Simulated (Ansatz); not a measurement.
Rock-salt RbBr was calculated with B3LYP (VWN-RPA form) (Ansatz, an electronic-structure program, PAW).

Settings: plane-wave cutoff 460 eV, 6×6×6 k mesh, Fermi–Dirac smearing 0.01 eV, scalar-relativistic PAW data made under PBE.

The cell is scaled about its equilibrium volume:

```
V (Å³/atom)  P (GPa)  direct gap at Γ (eV)
-----------  -------  --------------------
41.990          0.68                 5.697
43.095          0.31                 5.626
43.679          0.14                 5.591
44.200          0.00                 5.560
45.305         -0.27                 5.497
46.410         -0.50                 5.437
```

A straight line through the gaps at Γ against ln V gives a volume deformation potential dE_g(Γ)/d ln V of -2.6 eV: the gap at Γ widens under compression.

Measured, for comparison: band gap 7.2 eV (temperature not stated, no zero-point or thermal correction; as tabulated in Aguado et al. (1998), arXiv:cond-mat/9809176).

Spin–orbit coupling is not included.
